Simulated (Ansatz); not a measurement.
# Al₂H (doublet): from Hartree-Fock to the top rungs at angle Al2–Al1–H3 = 85.5°, cc-pVDZ

An exercise on one series of results from a longer session: the logs are not shown, and one member is left open.

Method: cc-pVDZ, core rule «outside noble gas», up to 10 orbitals frozen; program: Ansatz 0.2.0, Gaussian basis.

Plan: UHF; CCSD(T) on ROHF; CCSD(T) on UHF; BCCD(T) on ROHF; CISD; CCSDT(Q) on ROHF; CCSDT(Q) on UHF; CASSCF and MRCISD+Q, 3 electrons in 3 orbitals; CASSCF and NEVPT2, 3 electrons in 3 orbitals; CASSCF and MRCISD+Q, 7 electrons in 9 orbitals; CASSCF and NEVPT2, 7 electrons in 9 orbitals.

12 further runs of the same task are left out: 4 for a known fault of the program, 5 that didn't finish, 3 set aside as unsound or not needed.

**The geometry**

The geometry derives from a PBE0/def2-TZVP stationary point (not a proven minimum). One angle is set to the value named; bond lengths are kept.

3 atoms, charge 0, spin multiplicity 2.

Atoms are counted from 1 here; the program's logs count them from 0.

Bond lengths: Al1–Al2 2.677 Å, Al1–H3 1.619 Å. Angles: Al2–Al1–H3 85.5°.

Coordinates:

```
Al   -0.9866    0.0000    0.8717
Al    0.9791    0.0000   -0.9454
H     0.2024    0.0000    1.9709
```

Set-up of the first run:

The input, in.yaml:

```yaml
crystal:
  periodic: [false, false, false]
  atoms:
    - {symbol: Al, position_ang: [-0.986648, 0.000000, 0.871741]}
    - {symbol: Al, position_ang: [0.979088, 0.000000, -0.945366]}
    - {symbol: H, position_ang: [0.202389, 0.000000, 1.970876]}
basis:
  gaussian: {orbitals: cc-pVDZ}
magnetization: {spin_polarized: true, initial_magnetization: 1}
hamiltonian: {xc: hf}
output: {orbitals: {seedname: orbitals}}
```

On the command line:

```console
$ ansatz run in.yaml --threads 1 --pin off --events-out ev --progress --plain --max-ram 2393MiB
```

Steps of the session up to this table: UHF; CCSD(T) on ROHF; CCSD(T) on UHF; BCCD(T) on ROHF; CISD; CCSDT(Q) on ROHF; CCSDT(Q) on UHF; CASSCF and MRCISD+Q, 3 electrons in 3 orbitals; CASSCF and NEVPT2, 3 electrons in 3 orbitals; CASSCF and MRCISD+Q, 7 electrons in 9 orbitals; CASSCF and NEVPT2, 7 electrons in 9 orbitals.

One of the session's tables, all rows but one given; the rest of the session is left out.

It belongs to the step «Misses and costs». 

```
          method  from UCCSDT(Q) (meV)
            ROHF               +3812.5
             UHF               +3542.2
            RMP2               +1160.9
            UMP2               +1179.1
            CISD                +466.9
           RCCSD                +170.6
           UCCSD                     ?
        RCCSD(T)                 +47.1
        UCCSD(T)                 +47.8
         BCCD(T)                 +46.3
          RCCSDT                  +8.3
          UCCSDT                  +7.3
       RCCSDT(Q)                  +0.4
       UCCSDT(Q)                     0
  CASSCF valence               +1925.1
  NEVPT2 valence                +645.6
  MRCISD valence                +137.8
MRCISD+Q valence                 +25.4
```

Estimate the missing values for UCCSD.

The run gave: from UCCSDT(Q) (meV): +159.4. In the column «from UCCSDT(Q) (meV)» it lies between MRCISD valence (+137.8) and RCCSD (+170.6).

Left out of the table: CASSCF pair, NEVPT2 pair, MRCISD pair, MRCISD+Q pair (the active space lost an orbital or holds another state than full CI finds).

To keep in mind: Restricted and unrestricted rows rest on different reference determinants; where their highest levels disagree by more than a few hundredths of an eV, they describe different states and don't form one ladder. Warnings in the runs' records: passed over end.
